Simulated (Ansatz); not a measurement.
# Chalcopyrite ZnGeP2

All values below come from HISS (Ansatz, a program for electronic structure, plane waves, PAW).

Run with plane-wave cutoff 460 eV, 6×6×6 k mesh, Fermi–Dirac smearing 0.01 eV, scalar-relativistic PAW data made under PBE.

Cell: measured lattice: a = b = 5.460 Å, c = 10.710 Å, α = β = γ = 90.00°.

```json
{
 "band_gap": "2.15 eV (indirect)",
 "smallest_direct_gap_on_the_k_points_sampled": "2.27 eV"
}
```

Measured, for comparison: band gap 2.05 eV (temperature not stated, no zero-point or thermal correction, pseudodirect, our sources range from 1.80 to 2.20; as tabulated in Rashkeev et al. (1999), arXiv:cond-mat/9809378).

Note: cell and atoms aren't relaxed at this level (pressure -1.2 GPa).

Spin–orbit coupling is not included.
